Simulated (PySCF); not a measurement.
BF₃, SMILES FB(F)F.

Coordinates come from a B3LYP-D3(BJ)/def2-TZVP optimisation. The isomer is the one that the SMILES or the coordinates give; other isomers of the formula were not compared.

Two levels are set side by side: TDDFT-PBE/def2-SVPD (PySCF) and TDDFT-B3LYP/def2-SVPD (PySCF). Vertical, same geometry. The lowest singlet is HOMO→LUMO 100 % with PBE and HOMO→LUMO+1 100 % with the other functional; states are paired by order. Differences are taken from unrounded values.

```tsv
quantity	TDDFT-B3LYP
lowest singlet excitation (eV)	10.47
lowest triplet excitation (TDA) (eV)	10.22
first bright state (f over 0.05) (eV)	12.30
its oscillator strength	0.17
```

Question: What does TDDFT-PBE give, and how far is it from TDDFT-B3LYP? (The exact figures need the calculation; the answer reports its results.)

Answer: 
```
quantity                               TDDFT-PBE  TDDFT-PBE minus TDDFT-B3LYP
-------------------------------------  ---------  ---------------------------
lowest singlet excitation (eV)              9.52                        -0.95
lowest triplet excitation (TDA) (eV)        9.39                        -0.83
first bright state (f over 0.05) (eV)      11.54                        -0.76
its oscillator strength                     0.13                        -0.04
```

Functionals without exact exchange tend to place singlet excitations lower, as here. Differences between two approximate levels are no errors against the true value.

Rough cost on one machine, each run with all the roots and properties that it gave: TDDFT-B3LYP against TDDFT-PBE about 2 times.
